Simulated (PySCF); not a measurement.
# Löwdin shares of the frontier orbitals

Compound: trimethylphosphine oxide, C3H9OP.
Z-matrix (Å and degrees, GFN2-xTB geometry), rows numbered from 1:
```
C 
P   1  1.8334
C   2  1.8335  1  105.18
C   2  1.8336  1  105.19  3  -110.78
O   2  1.4682  1  113.44  3   124.59
H   1  1.0851  2  112.29  3    55.22
H   1  1.0880  2  107.93  3   176.66
H   1  1.0880  2  107.91  3   -66.23
H   3  1.0880  2  108.00  1  -176.94
H   3  1.0851  2  112.21  1   -55.50
H   3  1.0880  2  107.97  1    65.91
H   4  1.0852  2  112.17  1    55.23
H   4  1.0881  2  107.97  1   -66.17
H   4  1.0881  2  108.00  1   176.66
```

Method: PySCF 2.14.0, density-fitted response routines, TDDFT PBE0/def2-SVPD, vertical, gas phase, core orbitals frozen in the response.

Frontier orbitals with the atoms that hold most of them (Löwdin shares over 4%, at most four atoms; ? is withheld):

| orbital | ε (eV) | atoms |
| --- | --- | --- |
| LUMO+2 | 1.44 | C1 19%, C4 12%, H8 11%, H6 10% |
| LUMO+1 | 1.44 | C3 19%, H11 11%, C4 11%, H10 10% |
| LUMO | ? | ? |
| HOMO | -7.58 | O5 64%, P2 14%, C1 11%, C3 6% |
| HOMO-1 | -7.58 | O5 64%, P2 14%, C4 11%, C3 6% |
| HOMO-2 | -10.05 | O5 68%, P2 14% |
| HOMO-3 | -10.36 | C1 24%, P2 16%, O5 12%, C4 12% |

(1) Which atoms hold the LUMO, and with what shares?

(2) What is the LUMO energy, and the HOMO–LUMO gap?

## Answers

(1) C4 (bonded to P and 3 H) 14%; C3 (bonded to P and 3 H) 14%; C1 (bonded to P and 3 H) 14%; H12 (bonded to C) 9%. By element: carbon 43%, hydrogen 9% or more.

(2) ε(LUMO) = 0.36 eV; the gap is 7.94 eV (0.2917 hartree).

Within 0.005 eV of a neighbour in this list lie HOMO-1/HOMO and LUMO+1/LUMO+2 (point group found: C3v); within a degenerate set the shares of single atoms can hang on how the components are chosen.

**Question.** How does S1 compare with the orbital gap of 7.94 eV?

**Answer.** S1 is at 6.89 eV (f = 0.035), 1.05 eV below the gap, made of HOMO-1/HOMO→LUMO (98%). S1/S2 lie within about 0.01 eV of each other. Without the coupling terms of the response equations the lowest excitation would equal the gap.

Next come S2 at 6.89 eV (f 0.035), HOMO-1/HOMO→LUMO (98%); S3 at 7.93 eV (f 0.0059), HOMO-1/HOMO→LUMO+3 (≥63%), HOMO-1/HOMO→LUMO+1/LUMO+2 (≥22%); S4 at 7.93 eV (f 0.0058), HOMO-1/HOMO→LUMO+3 (≥63%), HOMO-1/HOMO→LUMO+1/LUMO+2 (≥21%); S5 at 7.96 eV (f 0.0000), HOMO-1/HOMO→LUMO+1/LUMO+2 (≥84%).

Orbitals of the list HOMO-3 to LUMO+2 that lie within 0.01 eV of each other are written together with a slash and their weights summed (≥ marks a lower bound); for degenerate orbitals outside that list single weights are arbitrary.

Löwdin shares depend on the basis, the more so with diffuse functions.
